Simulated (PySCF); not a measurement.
**The bond of LiF−, level by level**

The task here is to estimate one member of a computed series from the others.

Computed with PySCF 2.14.0. Level: Li aug-cc-pVDZ-DK, F aug-cc-pVDZ-DK, spin-free X2C with a Gaussian nucleus.

3 further runs of the same task are left out: 1 that didn't finish, 2 set aside as unsound or not needed.

The first run:

A driver script around PySCF takes these settings:

```json
{
 "atoms": "Li, F",
 "charge": "-1",
 "basis": "Li aug-cc-pVDZ-DK, F aug-cc-pVDZ-DK",
 "Hamiltonian": "spin-free X2C with a Gaussian nucleus",
 "basis functions": "46",
 "electrons treated": "13",
 "masses in u": "7.0160, 18.9984",
 "levels": "PBE0, PBE, r²SCAN, TPSS, LDA, HSE06, HF, MP2, SCS-MP2, CCSD, CCSD(T)",
 "grid": "80 radial by 434 angular points",
 "occupations": "held fixed by the projection of orbital angular momentum",
 "dissociation limit": "Li + F−, each in its ground configuration",
 "starting distance in angstrom": "2.000",
 "values of 2S to try": "1, 3"
}
```

On the command line:

```bash
$ OMP_NUM_THREADS=1 python dia.py task.json out
```

Steps of the session up to this table: Input; The PBE0 curve of the state that the search chose; PBE; r²SCAN; TPSS (meta-GGA); LDA (local density); HSE06 (range-separated hybrid); UHF (mean field); Correlated methods on the Hartree–Fock reference.

One table of the session follows, with a row left open; its other results are not shown here.

Energy (eV) from each level's lowest point:

```
R (Å)    UHF  UHF-MP2  UHF-SCS-MP2  UHF-CCSD  UHF-CCSD(T)
1.410  0.419    0.457        0.440       n/a          n/a
1.476  0.176    0.197        0.183     0.168        0.175
1.542  0.047    0.056        0.047     0.038        0.042
1.591      ?        ?            ?         ?            ?
1.640  0.000    0.000        0.000     0.000        0.000
1.689  0.022    0.021        0.025     0.030        0.027
1.755  0.082    0.080        0.092     0.100        0.095
1.837  0.192    0.188        0.206     0.220        0.211
1.935  0.352    0.341        0.366     0.384        0.371
2.066  0.587    0.559        0.589       n/a          n/a
```

Estimate the missing values for R (Å) = 1.591.

Worked estimate for «UHF». A straight line through the neighbours (1.542, 0.047) and (1.640, 0.000) gives 0.047 + (0.000 − 0.047) × (1.591 − 1.542) / (1.640 − 1.542) = 0.024; a parabola fitted to 4 rows on both sides gives 0.004.

The run gave: UHF: 0.006; UHF-MP2: 0.009; UHF-SCS-MP2: 0.004; UHF-CCSD: 0.000; UHF-CCSD(T): 0.002. In «UHF» the line misses by +0.018 and the parabola by -0.002.

To keep in mind: At some levels the lowest empty orbital lies below the highest filled one (the two can be of opposite spin).
